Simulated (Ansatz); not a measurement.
Mulliken charges of C₃H₄F₂O (`C/C(F)=C(/O)F`) from B3LYP/def2-TZVPP in Ansatz (PBE0-D4/def2-TZVP geometry).

| atom | x (Å) | y (Å) | z (Å) | charge (e) |
| --- | --- | --- | --- | --- |
| C1 | -0.636 | -1.013 | 0.876 | -0.228 |
| C2 | 0.263 | -0.393 | -0.117 | 0.122 |
| F3 | 1.208 | -1.212 | -0.614 | -0.213 |
| C4 | 0.221 | 0.851 | -0.576 | 0.294 |
| O5 | 0.967 | 1.340 | -1.567 | -0.271 |
| F6 | -0.676 | 1.721 | -0.089 | -0.203 |
| H7 | -0.066 | -1.372 | 1.738 | 0.095 |
| H8 | -1.154 | -1.872 | 0.439 | 0.097 |
| H9 | -1.378 | -0.296 | 1.222 | 0.096 |
| H10 | 1.332 | 2.194 | -1.308 | 0.211 |

Task: By hand: the dipole of these point charges (1 e Å = 4.8032 D).

Result: Σ q r = (-0.110, 0.101, 0.239) e Å, of length 0.282 e Å = 1.35 D.

Task: How does the dipole of the full density compare? (Estimate.)

Result: The calculation gave: (-0.033, 0.216, 0.240) e Å, 1.56 D; the point charges give 0.87 times that, at 25° from its direction.

Point charges leave out the atoms' own dipoles, such as those of lone pairs, and Mulliken's split depends on the basis, so the two needn't agree.

B3LYP here is the variant with VWN-RPA as its local correlation; programs differ in this.
